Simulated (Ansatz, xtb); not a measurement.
# Relative energy of two structures of BH3Si

Structure I: a singlet given by its coordinates. Structure II: a singlet given by its coordinates. Both are isolated molecules in the gas phase, relaxed with BLYP-D3(BJ)/def2-SVP.

I (Å):

```xyz
5

B    -1.1594   -0.2834   -0.3777
Si    0.5548   -0.7831    0.1631
H    -2.1104   -0.0665   -1.0778
H     0.5942   -1.9992    1.0418
H     1.3894    0.3476    0.6899
```

Close contacts (Å): B1–Si2 1.87, B1–H3 1.20, Si2–H4 1.50, Si2–H5 1.50.

II (Å):

```xyz
5

B    -0.5523    0.4130   -0.0138
Si    0.6720    1.4754   -0.9000
H    -0.8828    0.7275   -1.2623
H    -1.3483   -0.2189    0.6269
H     0.5516   -0.2133   -0.4083
```

Close contacts (Å): B1–Si2 1.85, B1–H3 1.33, B1–H4 1.20, B1–H5 1.33, Si2–H3 1.76, Si2–H5 1.76.

Q: Estimate which is lower in electronic energy at CCSD(T)/def2-TZVPP, and by roughly how much.

A: The CCSD(T)/def2-TZVPP calculation puts structure II lower, by 25.3 kcal/mol.

The same difference at several levels:

```csv
level,geometry,E(II) − E(I) (kcal/mol),departure from the last row (kcal/mol),"job, with rough time for the two"
BLYP-D3(BJ)/def2-SVP,BLYP-D3(BJ)/def2-SVP,−24.2,+1.1,"optimisation, 35 s"
HF/def2-TZVPP,BLYP-D3(BJ)/def2-SVP,−18.5,+6.8,part of the CCSD(T) run
MP2/def2-TZVPP,BLYP-D3(BJ)/def2-SVP,−29.1,−3.8,part of the CCSD(T) run
CCSD(T)/def2-TZVPP,BLYP-D3(BJ)/def2-SVP,−25.3,,"single point, 15 s"
```

The levels shown agree on the order. The largest departure from CCSD(T)/def2-TZVPP is that of HF/def2-TZVPP, 6.8 kcal/mol. Levels run at GFN2-xTB geometries aren't shown.

With harmonic frequencies from BLYP-D3(BJ)/def2-SVP (ideal gas, rigid rotor, one conformer each, 200 K, 1 atm): on the last row, ΔE + ΔZPE = −23.6, ΔH = −23.8, ΔG = −23.4 kcal/mol.

The T1 diagnostic of structure I is large, so the coupled-cluster value is less sure. The correlated steps freeze 6 core orbitals. Run with Ansatz 0.2.0; the last row on 1 thread of Intel(R) Xeon(R) Platinum 8259CL CPU @ 2.50GHz (Skylake/Cascade Lake) on a shared host.
